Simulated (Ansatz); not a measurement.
**NH4+: up Jacob's ladder to CCSD(T)**

An exercise on one series of results from a longer session: the logs are not shown, and one member is left open.

The runs use Ansatz 0.2.0, Gaussian basis; functionals in def2-TZVPP, the program's frozen cores in correlated methods.

The runs, in order: LDA (SPW92), PBE-D4, revPBE-D4, BLYP-D4, r2SCAN-D4, B97M-V, PBE0-D4, B3LYP-D4, r2SCANh-D4, r2SCAN0-D4, HSE06-D4, BHLYP-D4, CAM-B3LYP-D4, LC-ωPBE, ωB97X-V, ωB97M-V, B2PLYP, PBE-QIDH; CCSD(T)/def2-SVP; CCSD(T)/def2-TZVPP; CCSD(T)/def2-QZVPP; extrapolation to the limit; RPA on PBE.

## Structure used throughout

All runs share one geometry, relaxed beforehand with PBE0-D4 in a triple-zeta def2 set.

SMILES `[NH4+]`, 5 atoms, charge 1, spin multiplicity 1.

Atoms are counted from 1 here; the program's logs count them from 0.

Bond lengths: N1–H2 1.024 Å, N1–H3 1.024 Å, N1–H4 1.024 Å, N1–H5 1.024 Å. Angles: H2–N1–H3 109.5°, H2–N1–H4 109.5°, H2–N1–H5 109.5°, H3–N1–H4 109.5°, H3–N1–H5 109.5°, H4–N1–H5 109.5°.

Coordinates:

```xyz
5
H4N
N     0.0000    0.0000    0.0000
H     0.4533   -0.4479    0.8010
H    -0.9724    0.2162    0.2352
H     0.0239   -0.6335   -0.8036
H     0.4952    0.8651   -0.2326
```

Set-up of the first run:

Input file in.yaml:

```yaml
crystal:
  periodic: [false, false, false]
  atoms:
    - {symbol: N, position_ang: [0.000014, 0.000007, -0.000002]}
    - {symbol: H, position_ang: [0.453327, -0.447856, 0.801015]}
    - {symbol: H, position_ang: [-0.972431, 0.216183, 0.235213]}
    - {symbol: H, position_ang: [0.023936, -0.633462, -0.803648]}
    - {symbol: H, position_ang: [0.495162, 0.865127, -0.232578]}
basis:
  gaussian: {orbitals: def2-TZVPP}
total_charge: 1
hamiltonian: {xc: lda}
output: {orbitals: {seedname: orbitals}}
```

On the command line:

```bash
> ansatz run in.yaml --threads 2 --pin off --events-out ev --progress --plain --max-ram 20480MiB --backend cpu
```

Steps of the session up to this table: LDA; PBE-D4 (GGA); revPBE-D4 (GGA); BLYP-D4 (GGA); r2SCAN-D4 (meta-GGA); B97M-V (meta-GGA); B3LYP-D4 (hybrid); r2SCANh-D4 (hybrid); r2SCAN0-D4 (hybrid); HSE06-D4 (hybrid); BHLYP-D4 (hybrid); CAM-B3LYP-D4 (range-separated); LC-ωPBE (range-separated); ωB97X-V (range-separated); ωB97M-V (range-separated); B2PLYP (double hybrid); PBE-QIDH (double hybrid).

One table of the session follows, with a row left open; its other results are not shown here.

It belongs to the step «Frontier levels by functional». Levels are read from the orbital files that the runs wrote:

| functional | HOMO (eV) | LUMO (eV) | gap (eV) |
| --- | --- | --- | --- |
| LDA (SPW92) | -20.99 | -6.71 | 14.28 |
| PBE-D4 | -21.01 | -6.78 | 14.23 |
| revPBE-D4 | -21.01 | -6.81 | 14.20 |
| BLYP-D4 | -20.93 | -6.94 | 13.99 |
| r2SCAN-D4 | ? | ? | ? |
| B97M-V | -21.57 | -6.49 | 15.08 |
| PBE0-D4 | -22.79 | -5.87 | 16.92 |
| B3LYP-D4 | -22.50 | -6.34 | 16.16 |
| r2SCANh-D4 | -22.09 | -5.42 | 16.67 |
| r2SCAN0-D4 | -23.06 | -5.08 | 17.97 |
| HSE06-D4 | -22.37 | -6.23 | 16.14 |
| BHLYP-D4 | -24.47 | -5.32 | 19.15 |
| CAM-B3LYP-D4 | -24.32 | -5.16 | 19.16 |
| LC-ωPBE | -25.85 | -3.74 | 22.11 |
| ωB97X-V | -25.42 | -3.92 | 21.50 |
| ωB97M-V | -25.23 | -4.47 | 20.76 |

Estimate the missing values for r2SCAN-D4.

Worked estimate for «HOMO (eV)». Against the share of exact exchange, r2SCANh-D4 (0.1, -22.09), r2SCAN0-D4 (0.25, -23.06) give a slope of -6.47 per unit share; at 0 the line stands at -21.44.

As computed: HOMO (eV): -21.44; LUMO (eV): -5.67; gap (eV): 15.77. In «HOMO (eV)» the line misses by 0.00.
